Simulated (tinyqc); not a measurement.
Stretching all distances: RHF, UHF, MP2, CISD and CCSD against full CI in the sto-3g basis, for NH3, spin multiplicity 1. Computed by the program tinyqc with PySCF. 

Geometry (angstrom):
```
atom,x,y,z
N,0.0000,0.0000,0.4820
H,0.8160,0.0000,0.0000
H,-0.4080,0.7070,0.0000
H,-0.4080,-0.7070,0.0000
```

All coordinates are multiplied by the scale. c0^2 is the weight of the RHF determinant in the lowest singlet FCI state (UHF is spin-contaminated and may lie near states of higher spin) and n(LUMO) the first natural occupation beyond the occupied space.

Full CI energy (hartree) and errors against it (kcal/mol):
```
scale,distance 1-2 (angstrom),E(FCI),RHF,UHF,MP2,CISD,CCSD,<S^2> UHF,c0^2,n(LUMO)
0.860,0.815,-55.26599,27.944,27.944,6.730,0.360,0.042,0.000,0.982,0.013
1.020,0.967,-55.49421,39.368,39.368,10.277,0.880,0.090,0.000,0.969,0.023
1.190,1.128,-55.52189,56.023,56.023,15.584,2.186,0.202,0.000,0.944,0.040
1.360,1.289,-55.46108,78.916,78.916,22.946,5.166,0.427,0.000,0.902,0.069
1.520,1.441,-55.37923,107.323,98.120,31.989,10.818,0.754,0.832,0.837,0.114
1.680,1.592,-55.29906,142.993,82.536,43.003,20.749,0.894,1.804,0.743,0.189
1.850,1.753,-55.22871,188.921,54.410,56.400,37.412,-1.253,2.345,0.612,0.307
2.020,1.914,-55.17928,242.137,30.554,70.314,60.767,-16.584,2.638,0.459,0.458
```

UHF parts from RHF first at scale 1.52 of those listed, where <S^2> leaves zero. The weight c0^2 goes from 0.98 to 0.46 and n(LUMO) from 0.01 to 0.46: static correlation grows as the bonds break into open-shell fragments. The spread of the error along the curve, which distorts its shape, is CCSD 17.5, CISD 60.4, MP2 63.6, UHF 70.2, RHF 214.2 kcal/mol. Below FCI somewhere: CCSD, as non-variational methods may be. The table stops here: at scale 2.18 and beyond, the reference weight falls under 0.45 or RHF, UHF or CCSD hop between solutions, so those rows were left out and the spreads given cover only the rows shown. As computed, partly on other solutions, the errors there reach in size RHF 296, UHF 16, MP2 82, CISD 87, CCSD 60 kcal/mol.
